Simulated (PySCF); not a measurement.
CN, SMILES N#[C], multiplicity 2. The structure is a stationary point at PBE-D3(BJ)/def2-TZVPD.

Method: PBE-D3(BJ)/def2-TZVPD in PySCF.

Harmonic wavenumbers (cm⁻¹): 2093. Rotational constants (GHz): 56.67 (linear); symmetry number 1.

Task: Work out the zero-point energy and the ideal-gas rigid-rotor harmonic-oscillator thermochemistry at 298.15 K and 1 atm.

Result: ZPE = ½ Σ hcν = ½ × 2093 cm⁻¹ = 12.52 kJ/mol. H − E(el) = 21.20 kJ/mol. Entropy in J/(mol K): translation 149.39, rotation 47.37, vibration 0.00, spin 5.76, total 202.52. G − E(el) = -39.19 kJ/mol. Cp = 29.14 J/(mol K).
